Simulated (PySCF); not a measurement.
# Worked example: SiCl, doublet against SiCl, quartet

Geometry (PBE0/def2-TZVP stationary point of a quartet), kept for both states (SiCl, quartet: Σ⁻; SiCl, doublet: Π):

```xyz
2

Si    0.0000    0.0000    0.0000
Cl    0.0000    0.0000    2.0579
```

Basis cc-pVDZ; PySCF 2.14.0. Only valence electrons are correlated (noble-gas cores frozen). R marks a restricted (for open shells ROHF) determinant, U an unrestricted one.

Full CI isn't at hand for all of this; RCCSDT serves as the reference. It lacks quadruple excitations, which often exceed the step from CCSD(T) to CCSDT. The frozen core follows each run's orbitals, which can shift R against U totals by a few meV.

| level | E(SiCl, quartet) (hartree) | E(SiCl, doublet) (hartree) |
| --- | --- | --- |
| UHF | -748.347272 | -748.424605 |
| UMP2 | -748.517778 | -748.617299 |
| UCCSD(T) | -748.543128 | -748.650223 |
| PBE | -749.218448 | -749.329907 |
| PBE0 | -749.284819 | -749.393215 |
| RCCSDT | -748.543794 | -748.650978 |

Give the vertical gap, SiCl doublet less SiCl quartet, at each level in eV (1 hartree = 27.2114 eV), and each error against RCCSDT.

RCCSDT: (-748.650978 − (-748.543794)) × 27.2114 = -2.917 eV (the reference)
PBE0: (-749.393215 − (-749.284819)) × 27.2114 = -2.950 eV, error -0.033 eV
PBE: (-749.329907 − (-749.218448)) × 27.2114 = -3.033 eV, error -0.116 eV
UCCSD(T): (-748.650223 − (-748.543128)) × 27.2114 = -2.914 eV, error 0.003 eV
UMP2: (-748.617299 − (-748.517778)) × 27.2114 = -2.708 eV, error 0.209 eV
UHF: (-748.424605 − (-748.347272)) × 27.2114 = -2.104 eV, error 0.813 eV

Total energies of functionals can't be set beside those of wave-function methods, since they hold the core's correlation and their own absolute errors; only the differences compare.

In so small a basis the reference is far from its limit while semilocal and hybrid functionals are nearer theirs, so the functionals' errors here hold much of the reference's basis and frozen-core error, which can add to them or hide them.

Each level lands on the state that its own search finds. T1 diagnostics of restricted CCSD: 0.024 and 0.019.
